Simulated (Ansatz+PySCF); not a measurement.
The numbers below are computed, except where a source is named.
## Ansatz (development build ahead of 0.2.0) run

```yaml
crystal:
  periodic: [false, false, false]
  atoms:
    - { symbol: C, position_ang: [0.0, 0.0, 0.0] }
    - { symbol: F, position_ang: [0.82613, 1.10151, 2.38484] }
basis:
  gaussian: { orbitals: STO-3G }
total_charge: -1
hamiltonian:
  xc: hf
correlation:
  method: fci
  frozen_orbitals: { C: 1, F: 1 }
```

The input is written out in the form of the current development build from the run's settings.

The run gave:

```json
{"Converged": "yes", "Total energy": "-134.85896 hartree", "State": "lowest singlet root, of any spatial symmetry"}
```

Caution: no diffuse functions for an anion.
